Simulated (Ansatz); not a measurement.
**AlPH (quartet): wB97M-V, B2PLYP over vertical spin and charge gaps, def2-QZVPP**

Aim: run AlPH (quartet) with these functionals over vertical spin and charge gaps, and hold them against the top wave-function level at the same points.

Program: Ansatz 0.2.0, Gaussian basis. Level of theory: def2-QZVPP, all electrons in the functionals, frozen cores in the correlation of double hybrids and RPA. These are calculated values, not measurements.

The runs, in order: wB97M-V, B2PLYP, at charge 0, quartet; charge 0, doublet; charge 0, sextet; charge 1, triplet; charge 1, quintet.

### Step 1. The system

The geometry is a PBE0/def2-TZVP stationary point (not a proven minimum).

3 atoms, charge 0, spin multiplicity 4.

Atoms are counted from 1 here; the program's logs count them from 0.

Bond lengths: Al1–P2 2.392 Å, P2–H3 1.430 Å. Angles: Al1–P2–H3 98.4°.

No dispersion term is added; wB97M-V holds VV10 nonlocal correlation.

The geometry shown and the zero of energy belong to the point charge 0, quartet. The yardstick, UCCSD(T), and other wave-function levels (R restricted, U unrestricted, valence and pair active spaces) come from earlier runs.

### Step 2. wB97M-V, charge 0, quartet

in.yaml

```yaml
crystal:
  periodic: [false, false, false]
  atoms:
    - {symbol: Al, position_ang: [0.000000, 0.034843, 1.300562]}
    - {symbol: P, position_ang: [0.000000, -0.073644, -1.088657]}
    - {symbol: H, position_ang: [0.000000, 1.330368, -1.360548]}
basis:
  gaussian: {orbitals: "def2-QZVPP.json"}
magnetization: {spin_polarized: true, initial_magnetization: 3}
hamiltonian: {xc: {name: wB97M-V}}
output: {orbitals: {seedname: orbitals}}
```

On the command line:

```console
$ ansatz run in.yaml --threads 1 --pin off --events-out ev --progress --plain --max-ram 2393MiB
```

What it wrote, cut to the lines that bear on the results:

```text
Functional definition: wB97M-V
  name "wB97M-V"
  cite "Mardirossian & Head-Gordon, J. Chem. Phys. 144, 214110 (2016) doi:10.1063/1.4952647"
  cite "Becke, J. Chem. Phys. 107, 8554 (1997) doi:10.1063/1.475007"
  cite "Vydrov & Van Voorhis, J. Chem. Phys. 133, 244103 (2010) doi:10.1063/1.3521275"
  # Of w^i u^j: cxij and so on, Table III.
[...]
  gx(w, u) = 1 - cx + cx01*u + cx10*w
  gss(w, u) = css00 + css04*u^4 + css10*w + css20*w^2 + css43*w^4*u^3
  gos(w, u) = cos00 + cos10*w + (cos20 + cos21*u)*w^2 + (cos60 + cos61*u)*w^6
[...]
      + integral(e_c_pw_mod_opposite_spin*gos(b97_w_opposite, b97_u_opposite)) + vv10(b, c)
766 factors; their error is unknown
179 factors; integrals over basis functions are off by at most 2.9e-5 eV
[...]
mean field -15898.06486322 eV, -584.2431076281 hartree, gradient 1.3e-5 eV, S^2 3.758440; 1 other end points of the search recorded, 0 dependent functions left out
reference -15898.06490463 eV, -584.2431091496 hartree; 16, 13 occupied and 154, 157 virtual orbitals, 766 factors
Total energy: -15898.06490463 eV, -584.2431091496 hartree
```

It took 53 s on 1 thread of Arm Neoverse V1, shared host; peak memory 0.57 GiB.

From the report: ⟨S²⟩ of the determinant 3.758 (pure quartet: 3.75).

### Step 3. wB97M-V, charge 0, doublet

Edit in.yaml of step 2 so:

```diff
@@ -8,3 +8,3 @@
   gaussian: {orbitals: "def2-QZVPP.json"}
-magnetization: {spin_polarized: true, initial_magnetization: 3}
+magnetization: {spin_polarized: true, initial_magnetization: 1}
 hamiltonian: {xc: {name: wB97M-V}}
```

Launched as before.

What it wrote, cut to the lines that bear on the results:

```text
Functional definition: wB97M-V
  name "wB97M-V"
  cite "Mardirossian & Head-Gordon, J. Chem. Phys. 144, 214110 (2016) doi:10.1063/1.4952647"
  cite "Becke, J. Chem. Phys. 107, 8554 (1997) doi:10.1063/1.475007"
  cite "Vydrov & Van Voorhis, J. Chem. Phys. 133, 244103 (2010) doi:10.1063/1.3521275"
  # Of w^i u^j: cxij and so on, Table III.
[...]
  gx(w, u) = 1 - cx + cx01*u + cx10*w
  gss(w, u) = css00 + css04*u^4 + css10*w + css20*w^2 + css43*w^4*u^3
  gos(w, u) = cos00 + cos10*w + (cos20 + cos21*u)*w^2 + (cos60 + cos61*u)*w^6
[...]
      + integral(e_c_pw_mod_opposite_spin*gos(b97_w_opposite, b97_u_opposite)) + vv10(b, c)
766 factors; their error is unknown
179 factors; integrals over basis functions are off by at most 2.9e-5 eV
[...]
mean field -15900.06121293 eV, -584.3164721265 hartree, gradient 6.8e-6 eV, S^2 0.752702; 2 other end points of the search recorded, 0 dependent functions left out
reference -15900.06125291 eV, -584.3164735958 hartree; 15, 14 occupied and 155, 156 virtual orbitals, 766 factors
Total energy: -15900.06125291 eV, -584.3164735958 hartree
```

Run time: 89 s. Hardware: 1 thread of Arm Neoverse V1, shared host; peak memory 0.6 GiB.

From the report: ⟨S²⟩ of the determinant 0.753 (pure doublet: 0.75).

From charge 0, quartet: -46.0 kcal/mol.

### Step 4. wB97M-V, charge 0, sextet

Edit in.yaml of step 3 so:

```diff
@@ -8,3 +8,3 @@
   gaussian: {orbitals: "def2-QZVPP.json"}
-magnetization: {spin_polarized: true, initial_magnetization: 1}
+magnetization: {spin_polarized: true, initial_magnetization: 5}
 hamiltonian: {xc: {name: wB97M-V}}
```

Launched as before.

What it wrote, cut to the lines that bear on the results:

```text
Functional definition: wB97M-V
  name "wB97M-V"
  cite "Mardirossian & Head-Gordon, J. Chem. Phys. 144, 214110 (2016) doi:10.1063/1.4952647"
  cite "Becke, J. Chem. Phys. 107, 8554 (1997) doi:10.1063/1.475007"
  cite "Vydrov & Van Voorhis, J. Chem. Phys. 133, 244103 (2010) doi:10.1063/1.3521275"
  # Of w^i u^j: cxij and so on, Table III.
[...]
  gx(w, u) = 1 - cx + cx01*u + cx10*w
  gss(w, u) = css00 + css04*u^4 + css10*w + css20*w^2 + css43*w^4*u^3
  gos(w, u) = cos00 + cos10*w + (cos20 + cos21*u)*w^2 + (cos60 + cos61*u)*w^6
[...]
      + integral(e_c_pw_mod_opposite_spin*gos(b97_w_opposite, b97_u_opposite)) + vv10(b, c)
766 factors; their error is unknown
179 factors; integrals over basis functions are off by at most 2.9e-5 eV
[...]
mean field -15893.60278046 eV, -584.0791291110 hartree, gradient 6.5e-5 eV, S^2 8.752270; 0 other end points of the search recorded, 0 dependent functions left out
reference -15893.60282148 eV, -584.0791306184 hartree; 17, 12 occupied and 153, 158 virtual orbitals, 766 factors
Total energy: -15893.60282148 eV, -584.0791306184 hartree
```

Wall time 22 s (1 thread of Arm Neoverse V1, shared host); peak memory 0.44 GiB.

From the report: ⟨S²⟩ of the determinant 8.752 (pure sextet: 8.75).

From charge 0, quartet: +102.9 kcal/mol.

### Step 5. wB97M-V, charge 1, triplet

Edit in.yaml of step 4 so:

```diff
@@ -8,3 +8,4 @@
   gaussian: {orbitals: "def2-QZVPP.json"}
-magnetization: {spin_polarized: true, initial_magnetization: 5}
+total_charge: 1
+magnetization: {spin_polarized: true, initial_magnetization: 2}
 hamiltonian: {xc: {name: wB97M-V}}
```

Same command.

What it wrote, cut to the lines that bear on the results:

```text
Functional definition: wB97M-V
  name "wB97M-V"
  cite "Mardirossian & Head-Gordon, J. Chem. Phys. 144, 214110 (2016) doi:10.1063/1.4952647"
  cite "Becke, J. Chem. Phys. 107, 8554 (1997) doi:10.1063/1.475007"
  cite "Vydrov & Van Voorhis, J. Chem. Phys. 133, 244103 (2010) doi:10.1063/1.3521275"
  # Of w^i u^j: cxij and so on, Table III.
[...]
  gx(w, u) = 1 - cx + cx01*u + cx10*w
  gss(w, u) = css00 + css04*u^4 + css10*w + css20*w^2 + css43*w^4*u^3
  gos(w, u) = cos00 + cos10*w + (cos20 + cos21*u)*w^2 + (cos60 + cos61*u)*w^6
[...]
      + integral(e_c_pw_mod_opposite_spin*gos(b97_w_opposite, b97_u_opposite)) + vv10(b, c)
766 factors; their error is unknown
179 factors; integrals over basis functions are off by at most 2.9e-5 eV
[...]
mean field -15892.43470376 eV, -584.0362030839 hartree, gradient 4.9e-5 eV, S^2 2.012141; 0 other end points of the search recorded, 0 dependent functions left out
reference -15892.43474756 eV, -584.0362046937 hartree; 15, 13 occupied and 155, 157 virtual orbitals, 766 factors
Total energy: -15892.43474756 eV, -584.0362046937 hartree
```

It took 19 s on 1 thread of Arm Neoverse V1, shared host; peak memory 0.44 GiB.

From the report: ⟨S²⟩ of the determinant 2.012 (pure triplet: 2.00).

From charge 0, quartet: +129.8 kcal/mol.

### Step 6. wB97M-V, charge 1, quintet

Edit in.yaml of step 5 so:

```diff
@@ -9,3 +9,3 @@
 total_charge: 1
-magnetization: {spin_polarized: true, initial_magnetization: 2}
+magnetization: {spin_polarized: true, initial_magnetization: 4}
 hamiltonian: {xc: {name: wB97M-V}}
```

Same command.

What it wrote, cut to the lines that bear on the results:

```text
Functional definition: wB97M-V
  name "wB97M-V"
  cite "Mardirossian & Head-Gordon, J. Chem. Phys. 144, 214110 (2016) doi:10.1063/1.4952647"
  cite "Becke, J. Chem. Phys. 107, 8554 (1997) doi:10.1063/1.475007"
  cite "Vydrov & Van Voorhis, J. Chem. Phys. 133, 244103 (2010) doi:10.1063/1.3521275"
  # Of w^i u^j: cxij and so on, Table III.
[...]
  gx(w, u) = 1 - cx + cx01*u + cx10*w
  gss(w, u) = css00 + css04*u^4 + css10*w + css20*w^2 + css43*w^4*u^3
  gos(w, u) = cos00 + cos10*w + (cos20 + cos21*u)*w^2 + (cos60 + cos61*u)*w^6
[...]
      + integral(e_c_pw_mod_opposite_spin*gos(b97_w_opposite, b97_u_opposite)) + vv10(b, c)
766 factors; their error is unknown
179 factors; integrals over basis functions are off by at most 2.9e-5 eV
[...]
mean field -15887.99759359 eV, -583.8731422930 hartree, gradient 1.5e-5 eV, S^2 6.002174; 1 other end points of the search recorded, 0 dependent functions left out
reference -15887.99764074 eV, -583.8731440255 hartree; 16, 12 occupied and 154, 158 virtual orbitals, 766 factors
Total energy: -15887.99764074 eV, -583.8731440255 hartree
```

It took 49 s on 1 thread of Arm Neoverse V1, shared host; peak memory 0.57 GiB.

From the report: ⟨S²⟩ of the determinant 6.002 (pure quintet: 6.00).

From charge 0, quartet: +232.2 kcal/mol.

### Step 7. B2PLYP, charge 0, quartet

in.yaml

```yaml
crystal:
  periodic: [false, false, false]
  atoms:
    - {symbol: Al, position_ang: [0.000000, 0.034843, 1.300562]}
    - {symbol: P, position_ang: [0.000000, -0.073644, -1.088657]}
    - {symbol: H, position_ang: [0.000000, 1.330368, -1.360548]}
basis:
  gaussian: {orbitals: "def2-QZVPP.json"}
magnetization: {spin_polarized: true, initial_magnetization: 3}
hamiltonian: {xc: {name: B2PLYP}}
correlation: {electrons: outside_noble_gas}
```

Launched as before.

What it wrote, cut to the lines that bear on the results:

```text
Functional definition: B2PLYP
  name "B2PLYP"
  cite "Grimme, J. Chem. Phys. 124, 034108 (2006) doi:10.1063/1.2148954"
  cite "Becke, Phys. Rev. A 38, 3098 (1988) doi:10.1103/PhysRevA.38.3098"
  cite "Lee, Yang & Parr, Phys. Rev. B 37, 785 (1988) doi:10.1103/PhysRevB.37.785"
[...]
1002 factors; integrals over basis functions are off by at most 1.0e-3 eV
[...]
mean field -15891.20098714 eV, -583.9908648345 hartree, gradient 6.5e-6 eV, S^2 3.768221; 2 other end points of the search recorded, 0 dependent functions left out
10 core orbitals not correlated: weight in the atoms' cores, before any rotation towards them, 1.000 or more for the frozen orbitals, at most 0.000 for the correlated occupied ones
reference -15891.20111596 eV, -583.9908695685 hartree; 6, 3 occupied and 154, 157 virtual orbitals, 1002 factors
second order -6.06811232 eV of doubles, -0.00000000 eV of singles
Total energy: -15892.83950628 eV, -584.0510793024 hartree
```

Run time: 18 s. Hardware: 1 thread of Arm Neoverse V1, shared host; peak memory 0.37 GiB.

From the report: ⟨S²⟩ of the determinant 3.768 (pure quartet: 3.75).

### Step 8. B2PLYP, charge 0, doublet

Edit in.yaml of step 7 so:

```diff
@@ -8,3 +8,3 @@
   gaussian: {orbitals: "def2-QZVPP.json"}
-magnetization: {spin_polarized: true, initial_magnetization: 3}
+magnetization: {spin_polarized: true, initial_magnetization: 1}
 hamiltonian: {xc: {name: B2PLYP}}
```

The command is unchanged.

What it wrote, cut to the lines that bear on the results:

```text
Functional definition: B2PLYP
  name "B2PLYP"
  cite "Grimme, J. Chem. Phys. 124, 034108 (2006) doi:10.1063/1.2148954"
  cite "Becke, Phys. Rev. A 38, 3098 (1988) doi:10.1103/PhysRevA.38.3098"
  cite "Lee, Yang & Parr, Phys. Rev. B 37, 785 (1988) doi:10.1103/PhysRevB.37.785"
[...]
1002 factors; integrals over basis functions are off by at most 1.0e-3 eV
[...]
mean field -15892.83488647 eV, -584.0509095272 hartree, gradient 1.8e-6 eV, S^2 0.757942; 8 other end points of the search recorded, 0 dependent functions left out
10 core orbitals not correlated: weight in the atoms' cores, before any rotation towards them, 1.000 or more for the frozen orbitals, at most 0.000 for the correlated occupied ones
reference -15892.83500943 eV, -584.0509140462 hartree; 5, 4 occupied and 155, 156 virtual orbitals, 1002 factors
second order -6.69162685 eV of doubles, -0.00000000 eV of singles
Total energy: -15894.64174868 eV, -584.1173104890 hartree
```

Wall time 45 s (1 thread of Arm Neoverse V1, shared host); peak memory 0.4 GiB.

From the report: ⟨S²⟩ of the determinant 0.758 (pure doublet: 0.75).

From charge 0, quartet: -41.6 kcal/mol.

### Step 9. B2PLYP, charge 0, sextet

Edit in.yaml of step 8 so:

```diff
@@ -8,3 +8,3 @@
   gaussian: {orbitals: "def2-QZVPP.json"}
-magnetization: {spin_polarized: true, initial_magnetization: 1}
+magnetization: {spin_polarized: true, initial_magnetization: 5}
 hamiltonian: {xc: {name: B2PLYP}}
```

Launched as before.

What it wrote, cut to the lines that bear on the results:

```text
Functional definition: B2PLYP
  name "B2PLYP"
  cite "Grimme, J. Chem. Phys. 124, 034108 (2006) doi:10.1063/1.2148954"
  cite "Becke, Phys. Rev. A 38, 3098 (1988) doi:10.1103/PhysRevA.38.3098"
  cite "Lee, Yang & Parr, Phys. Rev. B 37, 785 (1988) doi:10.1103/PhysRevB.37.785"
[...]
1002 factors; integrals over basis functions are off by at most 1.0e-3 eV
[...]
mean field -15887.21489554 eV, -583.8443786700 hartree, gradient 8.1e-6 eV, S^2 8.757470; 0 other end points of the search recorded, 0 dependent functions left out
10 core orbitals not correlated: weight in the atoms' cores, before any rotation towards them, 1.000 or more for the frozen orbitals, at most 0.000 for the correlated occupied ones
reference -15887.21502555 eV, -583.8443834479 hartree; 7, 2 occupied and 153, 158 virtual orbitals, 1002 factors
second order -4.83587466 eV of doubles, -0.00000000 eV of singles
Total energy: -15888.52071171 eV, -583.8923665291 hartree
```

It took 11 s on 1 thread of Arm Neoverse V1, shared host; peak memory 0.35 GiB.

From the report: ⟨S²⟩ of the determinant 8.757 (pure sextet: 8.75).

From charge 0, quartet: +99.6 kcal/mol.

### Step 10. B2PLYP, charge 1, triplet

Edit in.yaml of step 9 so:

```diff
@@ -8,3 +8,4 @@
   gaussian: {orbitals: "def2-QZVPP.json"}
-magnetization: {spin_polarized: true, initial_magnetization: 5}
+total_charge: 1
+magnetization: {spin_polarized: true, initial_magnetization: 2}
 hamiltonian: {xc: {name: B2PLYP}}
```

Launched as before.

What it wrote, cut to the lines that bear on the results:

```text
Functional definition: B2PLYP
  name "B2PLYP"
  cite "Grimme, J. Chem. Phys. 124, 034108 (2006) doi:10.1063/1.2148954"
  cite "Becke, Phys. Rev. A 38, 3098 (1988) doi:10.1103/PhysRevA.38.3098"
  cite "Lee, Yang & Parr, Phys. Rev. B 37, 785 (1988) doi:10.1103/PhysRevB.37.785"
[...]
1002 factors; integrals over basis functions are off by at most 1.0e-3 eV
[...]
mean field -15885.54407463 eV, -583.7829771342 hartree, gradient 6.7e-6 eV, S^2 2.030246; 0 other end points of the search recorded, 0 dependent functions left out
10 core orbitals not correlated: weight in the atoms' cores, before any rotation towards them, 1.000 or more for the frozen orbitals, at most 0.000 for the correlated occupied ones
reference -15885.54420683 eV, -583.7829819925 hartree; 5, 3 occupied and 155, 157 virtual orbitals, 1002 factors
second order -5.59745308 eV of doubles, -0.00000000 eV of singles
Total energy: -15887.05551916 eV, -583.8385216963 hartree
```

Run time: 11 s. Hardware: 1 thread of Arm Neoverse V1, shared host; peak memory 0.34 GiB.

From the report: ⟨S²⟩ of the determinant 2.030 (pure triplet: 2.00).

From charge 0, quartet: +133.4 kcal/mol.

### Step 11. B2PLYP, charge 1, quintet

Edit in.yaml of step 10 so:

```diff
@@ -9,3 +9,3 @@
 total_charge: 1
-magnetization: {spin_polarized: true, initial_magnetization: 2}
+magnetization: {spin_polarized: true, initial_magnetization: 4}
 hamiltonian: {xc: {name: B2PLYP}}
```

The command is unchanged.

What it wrote, cut to the lines that bear on the results:

```text
Functional definition: B2PLYP
  name "B2PLYP"
  cite "Grimme, J. Chem. Phys. 124, 034108 (2006) doi:10.1063/1.2148954"
  cite "Becke, Phys. Rev. A 38, 3098 (1988) doi:10.1103/PhysRevA.38.3098"
  cite "Lee, Yang & Parr, Phys. Rev. B 37, 785 (1988) doi:10.1103/PhysRevB.37.785"
[...]
1002 factors; integrals over basis functions are off by at most 1.0e-3 eV
[...]
mean field -15881.66066380 eV, -583.6402644185 hartree, gradient 7.3e-6 eV, S^2 6.005416; 4 other end points of the search recorded, 0 dependent functions left out
10 core orbitals not correlated: weight in the atoms' cores, before any rotation towards them, 1.000 or more for the frozen orbitals, at most 0.000 for the correlated occupied ones
reference -15881.66080275 eV, -583.6402695248 hartree; 6, 2 occupied and 154, 158 virtual orbitals, 1002 factors
second order -4.49563898 eV of doubles, -0.00000000 eV of singles
Total energy: -15882.87462528 eV, -583.6848766798 hartree
```

Wall time 24 s (1 thread of Arm Neoverse V1, shared host); peak memory 0.38 GiB.

From the report: ⟨S²⟩ of the determinant 6.005 (pure quintet: 6.00).

From charge 0, quartet: +229.8 kcal/mol.

### Step 12. The comparison

No level is safe as a reference over these points; UCCSD(T) serves as a yardstick only. It comes from earlier runs at the same points. Energies in kcal/mol, counted from charge 0, quartet; blanks weren't run or aren't comparable.

| level | quartet to doublet | quartet to sextet | ionisation to the triplet cation | ionisation to the quintet cation |
| --- | --- | --- | --- | --- |
| UCCSD(T) | -41.3 | 92.9 | 136.7 | 229.0 |
| wB97M-V | -46.0 | 102.9 | 129.8 | 232.2 |
| B2PLYP | -41.6 | 99.6 | 133.4 | 229.8 |

Largest miss and mean time a point (UCCSD(T) took 67 s a point; shared hosts):

| level | largest miss (kcal/mol) | where | time a point |
| --- | --- | --- | --- |
| wB97M-V | +10.0 | quartet to sextet | 46 s |
| B2PLYP | +6.7 | quartet to sextet | 22 s |

### Step 13. Results

| quantity | value |
| --- | --- |
| quartet to doublet, UCCSD(T) | -41.3 kcal/mol |
| quartet to sextet, UCCSD(T) | 92.9 kcal/mol |
| ionisation to the triplet cation, UCCSD(T) | 136.7 kcal/mol |
| ionisation to the quintet cation, UCCSD(T) | 229.0 kcal/mol |
| largest miss, wB97M-V | +10.0 kcal/mol (quartet to sextet) |
| largest miss, B2PLYP | +6.7 kcal/mol (quartet to sextet) |

In words: Of the functionals, B2PLYP keep the smallest largest miss at the points compared (at most 6.7 kcal/mol) and wB97M-V strays most (10.0 kcal/mol, at quartet to sextet). Functionals and the yardstick converge differently with the basis, so part of each miss in def2-QZVPP is the basis. The yardstick itself may be off where one determinant is a poor start.
